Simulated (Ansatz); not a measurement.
input.yaml

```yaml
crystal:
  periodic: [false, false, false]
  atoms:
    - { symbol: C, position_ang: [-1.382003, -0.836919, 1.467312] }
    - { symbol: C, position_ang: [-0.396038, -0.363845, 0.459111] }
    - { symbol: "N", position_ang: [0.532462, -1.064874, -0.114049] }
    - { symbol: C, position_ang: [1.267454, -0.142695, -1.043088] }
    - { symbol: C, position_ang: [0.569574, 1.245704, -0.899746] }
    - { symbol: O, position_ang: [-0.510572, 1.003956, 0.114356] }
    - { symbol: H, position_ang: [-1.235907, -1.910414, 1.646149] }
    - { symbol: H, position_ang: [-2.411744, -0.657174, 1.115084] }
    - { symbol: H, position_ang: [-1.258771, -0.286674, 2.415979] }
    - { symbol: H, position_ang: [2.331636, -0.111969, -0.754023] }
    - { symbol: H, position_ang: [1.208074, -0.540714, -2.070106] }
    - { symbol: H, position_ang: [0.081299, 1.596002, -1.822213] }
    - { symbol: H, position_ang: [1.224937, 2.034815, -0.499965] }
basis:
  gaussian: { orbitals: "6-31G" }
hamiltonian:
  xc: pbe
  dispersion: d4
neb:
  order_check: false
  images: 9
  f_tol: 0.5
  max_iterations: 32
  final_atoms:
    - { symbol: C, position_ang: [-1.36538925, -0.52393922, 1.76773471] }
    - { symbol: C, position_ang: [-0.57684548, -0.16503376, 0.73322605] }
    - { symbol: "N", position_ang: [-0.0809661, -0.92858901, -0.33161051] }
    - { symbol: C, position_ang: [0.97734091, -0.21491681, -1.05166331] }
    - { symbol: C, position_ang: [0.55004114, 1.23705113, -0.76303634] }
    - { symbol: O, position_ang: [-0.09594947, 1.15886681, 0.57146136] }
    - { symbol: H, position_ang: [-1.67492477, -1.55905945, 1.90899329] }
    - { symbol: H, position_ang: [-0.1567668, -1.93892781, -0.33309553] }
    - { symbol: H, position_ang: [-1.70853709, 0.22640571, 2.47595526] }
    - { symbol: H, position_ang: [1.9932181, -0.42188472, -0.65225761] }
    - { symbol: H, position_ang: [0.96635649, -0.44560999, -2.12945166] }
    - { symbol: H, position_ang: [-0.19068413, 1.59393133, -1.50018337] }
    - { symbol: H, position_ang: [1.38350743, 1.9469048, -0.68127133] }
  initial_path:
    images:
      - { positions_ang: [[-1.382003, -0.836919, 1.467312], [-0.396038, -0.363845, 0.459111], [0.532462, -1.064874, -0.114049], [1.267454, -0.142695, -1.043088], [0.569574, 1.245704, -0.899746], [-0.510572, 1.003956, 0.114356], [-1.235907, -1.910414, 1.646149], [-2.411744, -0.657174, 1.115084], [-1.258771, -0.286674, 2.415979], [2.331636, -0.111969, -0.754023], [1.208074, -0.540714, -2.070106], [0.081299, 1.596002, -1.822213], [1.224937, 2.034815, -0.499965]] }
      - { positions_ang: [[-1.37776542, -0.81525286, 1.49010634], [-0.403826, -0.34571649, 0.4731799], [0.47638409, -1.06719542, -0.12990301], [1.25158652, -0.14794833, -1.03326703], [0.55411746, 1.23351758, -0.8854422], [-0.47329069, 1.01903583, 0.15982799], [-1.26519729, -1.88196252, 1.65322745], [-2.2554917, -0.70165116, 0.94138692], [-1.2318535, -0.27212455, 2.44704405], [2.29454014, -0.12791049, -0.7205737], [1.19085096, -0.5275975, -2.05943736], [0.04118994, 1.57185005, -1.78688006], [1.21915651, 2.02815487, -0.5344683]] }
      - { positions_ang: [[-1.37352785, -0.79358672, 1.51290069], [-0.41161399, -0.32758798, 0.48724881], [0.42030617, -1.06951684, -0.14575701], [1.23571903, -0.15320165, -1.02344605], [0.53866092, 1.22133116, -0.8711384], [-0.43600938, 1.03411565, 0.20529999], [-1.29448759, -1.85351104, 1.6603059], [-2.09923939, -0.74612832, 0.76768983], [-1.204936, -0.25757509, 2.47810909], [2.25744427, -0.14385199, -0.68712439], [1.17362792, -0.51448101, -2.04876873], [0.00108087, 1.54769809, -1.75154713], [1.21337603, 2.02149473, -0.5689716]] }
      - { positions_ang: [[-1.36929027, -0.77192058, 1.53569503], [-0.41940199, -0.30945947, 0.50131771], [0.36422826, -1.07183825, -0.16161102], [1.21985155, -0.15845498, -1.01362508], [0.52320438, 1.20914474, -0.8568346], [-0.39872807, 1.04919548, 0.25077198], [-1.32377788, -1.82505957, 1.66738436], [-1.94298709, -0.79060548, 0.59399275], [-1.1780185, -0.24302564, 2.50917414], [2.22034841, -0.15979348, -0.65367509], [1.15640488, -0.50136451, -2.03810009], [-0.03902819, 1.52354614, -1.71621419], [1.20759554, 2.0148346, -0.6034749]] }
      - { positions_ang: [[-1.3650527, -0.75025444, 1.55848937], [-0.42718999, -0.29133096, 0.51538661], [0.30815034, -1.07415967, -0.17746502], [1.20398406, -0.1637083, -1.00380411], [0.50774784, 1.19695832, -0.8425308], [-0.36144676, 1.0642753, 0.29624398], [-1.35306818, -1.79660809, 1.67446281], [-1.78673479, -0.83508264, 0.42029567], [-1.151101, -0.22847618, 2.54023919], [2.18325254, -0.17573498, -0.62022579], [1.13918184, -0.48824801, -2.02743145], [-0.07913726, 1.49939418, -1.68088125], [1.20181505, 2.00817447, -0.63797821]] }
      - { positions_ang: [[-1.36081512, -0.7285883, 1.58128372], [-0.43497799, -0.27320245, 0.52945551], [0.25207243, -1.07648109, -0.19331903], [1.18811658, -0.16896163, -0.99398313], [0.49229129, 1.1847719, -0.828227], [-0.32416545, 1.07935513, 0.34171597], [-1.38235847, -1.76815661, 1.68154126], [-1.63048249, -0.8795598, 0.24659858], [-1.1241835, -0.21392673, 2.57130423], [2.14615668, -0.19167647, -0.58677648], [1.1219588, -0.47513152, -2.01676281], [-0.11924632, 1.47524223, -1.64554832], [1.19603456, 2.00151433, -0.67248151]] }
      - { positions_ang: [[-1.36172995, -0.68765849, 1.61857391], [-0.46335149, -0.25156871, 0.57020962], [0.18546472, -1.04690267, -0.22097732], [1.14596144, -0.17815267, -1.00551917], [0.50384126, 1.19522775, -0.81518887], [-0.27852225, 1.09525746, 0.38766505], [-1.44087173, -1.72633718, 1.72703167], [-1.33573935, -1.0914334, 0.13065976], [-1.24105422, -0.12586024, 2.55223444], [2.11556896, -0.23771812, -0.59987271], [1.09083834, -0.46922721, -2.03930058], [-0.13353388, 1.49898005, -1.61647533], [1.23352914, 1.99059243, -0.67423947]] }
      - { positions_ang: [[-1.36264478, -0.64672867, 1.65586411], [-0.49172498, -0.22993497, 0.61096373], [0.11885702, -1.01732426, -0.24863562], [1.10380631, -0.1873437, -1.0170552], [0.51539123, 1.20568359, -0.80215074], [-0.23287906, 1.1111598, 0.43361413], [-1.49938499, -1.68451775, 1.77252207], [-1.04099621, -1.303307, 0.01472094], [-1.35792493, -0.03779375, 2.53316464], [2.08498125, -0.28375977, -0.61296893], [1.05971788, -0.46332291, -2.06183835], [-0.14782144, 1.52271787, -1.58740234], [1.27102371, 1.97967052, -0.67599743]] }
      - { positions_ang: [[-1.3635596, -0.60579886, 1.69315431], [-0.52009848, -0.20830123, 0.65171784], [0.05224931, -0.98774584, -0.27629392], [1.06165118, -0.19653474, -1.02859124], [0.5269412, 1.21613944, -0.7891126], [-0.18723586, 1.12706214, 0.47956321], [-1.55789825, -1.64269831, 1.81801248], [-0.74625307, -1.51518061, -0.10121789], [-1.47479565, 0.05027273, 2.51409485], [2.05439353, -0.32980142, -0.62606516], [1.02859742, -0.4574186, -2.08437612], [-0.162109, 1.54645569, -1.55832935], [1.30851828, 1.96874861, -0.6777554]] }
      - { positions_ang: [[-1.36447443, -0.56486904, 1.73044451], [-0.54847198, -0.18666749, 0.69247195], [-0.01435839, -0.95816743, -0.30395222], [1.01949604, -0.20572578, -1.04012728], [0.53849117, 1.22659528, -0.77607447], [-0.14159266, 1.14296447, 0.52551229], [-1.61641151, -1.60087888, 1.86350288], [-0.45150994, -1.72705421, -0.21715671], [-1.59166637, 0.13833922, 2.49502505], [2.02380582, -0.37584307, -0.63916138], [0.99747695, -0.45151429, -2.10691389], [-0.17639657, 1.57019351, -1.52925636], [1.34601286, 1.9578267, -0.67951336]] }
      - { positions_ang: [[-1.36538925, -0.52393922, 1.76773471], [-0.57684548, -0.16503376, 0.73322605], [-0.0809661, -0.92858901, -0.33161051], [0.97734091, -0.21491681, -1.05166331], [0.55004114, 1.23705113, -0.76303634], [-0.09594947, 1.15886681, 0.57146136], [-1.67492477, -1.55905945, 1.90899329], [-0.1567668, -1.93892781, -0.33309553], [-1.70853709, 0.22640571, 2.47595526], [1.9932181, -0.42188472, -0.65225761], [0.96635649, -0.44560999, -2.12945166], [-0.19068413, 1.59393133, -1.50018337], [1.38350743, 1.9469048, -0.68127133]] }
```

Launched with:

```bash
$ ansatz run input.yaml --threads 1 --pin off --max-ram 2048MiB --backend cpu --events-out ev --progress --plain --runs-dir out
```

Hardware: 1 thread of Arm Neoverse V2 (shared host).

Task: Roughly how long does this run take, and how much memory?

Result: 7.2 min, with a peak of 0.13 GiB, for 15 band iterations.
